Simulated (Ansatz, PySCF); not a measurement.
Stepwise substitution at one centre (Al Cl-SiH3). Isolated molecules, 0 K electronic values unless said otherwise. Strings in code marks are SMILES.

Quantity: redistribution energy (mixed species minus the weighted end members), in kcal/mol.

Level 1: B3LYP/6-311+G** // PBE-D3(BJ)/def2-TZVP (PySCF)
Level 2: PBE/6-31G* // PBE-D3(BJ)/def2-TZVP (PySCF)
Level 3: frozen-core MP2/6-31G* // PBE-D3(BJ)/def2-TZVP (PySCF)
Level 4: HF/cc-pVTZ // PBE-D3(BJ)/def2-TZVP (Ansatz, a quantum-chemistry and plane-wave program)

```
species                                                 level 2  level 3  level 4
------------------------------------------------------  -------  -------  -------
2 of 3 Cl replaced by SiH3: `[Al]([SiH3])([Cl])[SiH3]`    -2.60    -1.90    -2.20
1 of 3 Cl replaced by SiH3: `[SiH3][Al]([Cl])[Cl]`        -3.91    -3.29    -3.43
```

### Question
What does level 1 give for each?

### Answer

- 2 of 3 Cl replaced by SiH3: `[Al]([SiH3])([Cl])[SiH3]`: -2.69
- 1 of 3 Cl replaced by SiH3: `[SiH3][Al]([Cl])[Cl]`: -3.99
